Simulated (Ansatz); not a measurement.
# CH6AlCl: the cost of one run

The runs use Ansatz 0.2.0, Gaussian basis; PBE0-D4/def2-SVP.

## Step 1: The starting structure

The start, a first-order saddle point found at PBE0-D4 in triple zeta: 9 atoms, charge 0, spin multiplicity 1.

Atoms are counted from 1 here; the program's logs count them from 0.

Bond lengths: Al1–C2 2.031 Å, Al1–H3 1.582 Å, Al1–H4 1.582 Å, Al1–H5 1.974 Å, Al1–Cl6 2.491 Å, C2–H7 1.093 Å, C2–H8 1.093 Å, C2–H9 1.102 Å, H5–Cl6 1.399 Å. Angles: C2–Al1–H3 114.5°, C2–Al1–H4 114.3°, C2–Al1–H5 50.6°, C2–Al1–Cl6 84.7°, H3–Al1–H4 124.6°, H3–Al1–H5 114.9°, H3–Al1–Cl6 104.3°, H4–Al1–H5 115.6°, H4–Al1–Cl6 104.7°, H5–Al1–Cl6 34.1°, Al1–C2–H7 120.6°, Al1–C2–H8 119.1°, Al1–C2–H9 93.8°, H7–C2–H8 109.4°, H7–C2–H9 104.9°, H8–C2–H9 105.2°, Al1–H5–Cl6 93.6°, Al1–Cl6–H5 52.3°.

As a file:

```xyz
9
charge 0, multiplicity 1
Al   -0.9894    0.4771    0.0157
C     1.0127    0.1589   -0.1052
H    -1.7026    0.7080   -1.3769
H    -1.4675    1.1096    1.3843
H     0.0213   -1.2120    0.1633
Cl   -1.1255   -1.9836    0.3766
H     1.4391   -0.3934   -0.9471
H     1.5691   -0.0808    0.8044
H     1.2429    1.2161   -0.3152
```

## Step 2: Dynamics

md/in.yaml

```yaml
crystal:
  periodic: [false, false, false]
  atoms:
    - {symbol: Al, position_ang: [-0.989412, 0.477069, 0.015729]}
    - {symbol: C, position_ang: [1.012731, 0.158910, -0.105184]}
    - {symbol: H, position_ang: [-1.702642, 0.707983, -1.376932]}
    - {symbol: H, position_ang: [-1.467500, 1.109631, 1.384300]}
    - {symbol: H, position_ang: [0.021298, -1.212044, 0.163287]}
    - {symbol: Cl, position_ang: [-1.125512, -1.983567, 0.376645]}
    - {symbol: H, position_ang: [1.439148, -0.393363, -0.947127]}
    - {symbol: H, position_ang: [1.569057, -0.080825, 0.804374]}
    - {symbol: H, position_ang: [1.242932, 1.216107, -0.315192]}
basis:
  gaussian: {orbitals: def2-SVP}
hamiltonian: {xc: pbe0, dispersion: d4}
md: {n_steps: 60, timestep: 0.5, temperature: 300, ensemble: nvt_langevin, seed: 471, friction: 0.002, initial_velocities: maxwell_boltzmann}
```

Launch:

```bash
ansatz run in.yaml --threads 2 --pin off --events-out ev --progress --plain --max-ram 4352MiB
```

**Question.** How long does this run take on 2 threads of Arm Neoverse V1, shared host?

About 97 s.
